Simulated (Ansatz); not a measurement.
A run of Ansatz (development build ahead of 0.2.0) on singlet CH3F at this shape:

```
atom    x (Å)    y (Å)    z (Å)
   C  -0.0773   0.0094  -0.6595
   F   0.0225   0.0061   0.7104
   H   0.0314  -1.1628  -0.9923
   H  -0.8374   0.5087  -1.0207
   H   0.8390   0.4703  -1.0620
```

Its results:

```yaml
Converged: yes
Reference_energy: -137.13888 hartree
Correlation_energy: -0.06947 hartree
Total_energy: -137.20835 hartree
Spin_squared_of_the_determinant: 0.000
```

Question: Which input gives this output? Name the method, the orbitals and the basis set, and write the input.

Answer: RHF-MP2 in STO-3G. An unrestricted run that stays on the closed shell gives the same numbers.

```yaml
crystal:
  periodic: [false, false, false]
  atoms:
    - { symbol: C, position_ang: [-0.07731, 0.00941, -0.6595] }
    - { symbol: F, position_ang: [0.02249, 0.00609, 0.71035] }
    - { symbol: H, position_ang: [0.03138, -1.16279, -0.99226] }
    - { symbol: H, position_ang: [-0.83741, 0.50867, -1.02071] }
    - { symbol: H, position_ang: [0.83905, 0.47034, -1.06204] }
basis:
  gaussian: { orbitals: STO-3G }
hamiltonian:
  xc: hf
correlation:
  method: mp2
  frozen_orbitals: { C: 1, F: 1, H: 0 }
```

Caution: no unrestricted run beside it, a lower state can exist.
